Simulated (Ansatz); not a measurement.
Geometry optimisation, RKS PBE0-D4/6-31G* (Ansatz).

Input file:

```yaml
crystal:
  periodic: [false, false, false]
  atoms:
    - { symbol: "N", position_ang: [-0.4559, 1.477, 1.4013] }
    - { symbol: C, position_ang: [-0.3988, 0.6375, 0.2426] }
    - { symbol: S, position_ang: [0.812, -0.6147, 0.5876] }
    - { symbol: C, position_ang: [0.6203, -1.6576, -0.8331] }
    - { symbol: F, position_ang: [0.5218, -0.9235, -1.9779] }
    - { symbol: H, position_ang: [0.4362, 1.8324, 1.6442] }
    - { symbol: H, position_ang: [-0.9847, 2.3641, 1.1253] }
    - { symbol: H, position_ang: [-1.3266, 0.1914, 0.0425] }
    - { symbol: H, position_ang: [-0.0854, 1.229, -0.5957] }
    - { symbol: H, position_ang: [-0.409, -2.1859, -0.711] }
    - { symbol: H, position_ang: [1.3355, -2.4068, -0.9053] }
basis:
  gaussian: { orbitals: "6-31G*" }
hamiltonian:
  xc: pbe0
  dispersion: d4
relax:
  f_tol: 0.015
  max_steps: 40
```

Command:

```bash
$ ansatz run input.yaml --threads 1 --pin off --max-ram 2048MiB --backend cpu --events-out ev --progress --plain --runs-dir out
```

Question: Where does it end, and by what steps?

Answer: The forces met the threshold. After 11 steps the energy has fallen by 0.553 eV; F5 moved furthest, 0.69 Å.

| step | energy less start (eV) | largest force component (eV/Å) | accepted |
| --- | --- | --- | --- |
| 0 | 0.0000 | 4.518 | yes |
| 1 | -0.4140 | 0.857 | yes |
| 2 | -0.4802 | 0.387 | yes |
| 3 | -0.5126 | 0.278 | yes |
| 4 | -0.5289 | 0.433 | yes |
| 5 | -0.4608 | 0.983 | no |
| 6 | -0.5479 | 0.116 | yes |
| 7 | -0.5518 | 0.038 | yes |
| 8 | -0.5529 | 0.026 | yes |
| 9 | -0.5532 | 0.017 | yes |
| 10 | -0.5533 | 0.015 | yes |
| 11 | -0.5533 | 0.005 | yes |

```xyz
11
Properties=species:S:1:pos:R:3
N -0.258 1.595 1.340
C -0.542 0.538 0.401
S 0.642 -0.819 0.728
C 0.624 -1.585 -0.895
F 1.188 -0.781 -1.862
H 0.610 2.061 1.096
H -1.001 2.287 1.328
H -1.563 0.182 0.574
H -0.434 0.795 -0.664
H -0.400 -1.818 -1.208
H 1.200 -2.513 -0.816
```

Whether the end is a true minimum wasn't checked by a vibrational analysis.

Run time: 57 s on 1 thread of Arm Neoverse V2 (shared host), peak memory 0.19 GiB.
